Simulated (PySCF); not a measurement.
Predicted microwave data (PBE0-D3(BJ)/def2-SVP geometry optimisation, gas phase (PySCF 2.14.0)) for one isomer of C3H5ClO:

```
Rotational constants : A = 7541, B = 2740, C = 2036 MHz
Dipole components    : |μa| = 0.64 D, |μb| = 0.07 D, |μc| = 0.00 D
Inertial defect      : -3.23 u·Å²
κ                    : -0.74
```

Question: Which structure is it? (One computed conformer of each.)
A. `[CH2:1]=[C:2]([Cl:3])[CH2:4][OH:5]` with C1–C2–C4–O5 126°, C2–C4–O5–H 53° (2-chloro-2-propen-1-ol)
B. `[CH3:1][CH2:2][C:3](=[O:4])[Cl:5]` with C1–C2–C3–O4 1°
C. `[O:1]=[CH:2][CH2:3][CH2:4][Cl:5]` with O1–C2–C3–C4 0°, C2–C3–C4–Cl5 180° (3-chloropropanal)
D. `[CH3:1][O:2]/[CH:3]=[CH:4]\[Cl:5]` with C1–O2–C3–C4 0°
E. `[CH3:1][O:2]/[CH:3]=[CH:4]/[Cl:5]` with C1–O2–C3–C4 0°

Answer: D. It is CO/C=C\Cl, an asymmetric top, point group Cs. The candidates at the same level (rigid rotor, commonest isotopes):

```tsv
SMILES	A (MHz)	B (MHz)	C (MHz)	μa (D)	μb (D)	μc (D)	Δ (u·Å²)	point group	rotor
CO/C=C/Cl	17843	1676	1548	1.88	1.12	0.00	-3.25	Cs	near-prolate asymmetric top
CO/C=C\Cl	7541	2740	2036	0.64	0.07	0.00	-3.23	Cs	asymmetric top
O=CCCCl	16518	1639	1519	0.49	1.78	0.00	-6.26	Cs	near-prolate asymmetric top
C=C(Cl)CO	5167	3489	2227	0.61	0.92	0.75	-15.71	C1	asymmetric top
CCC(=O)Cl	8864	2388	1926	1.78	2.08	0.00	-6.25	Cs	asymmetric top
```

`CCC(=O)Cl` has A 18 % too high; `C=C(Cl)CO` has A 31 % too low; `O=CCCCl` has A 119 % too high; `CO/C=C/Cl` has A 137 % too high. In the right answer the mirror of this Cs structure is the ab plane, so μc vanishes by symmetry (the 0.01 D computed is a residue). No structure here is proved a minimum.
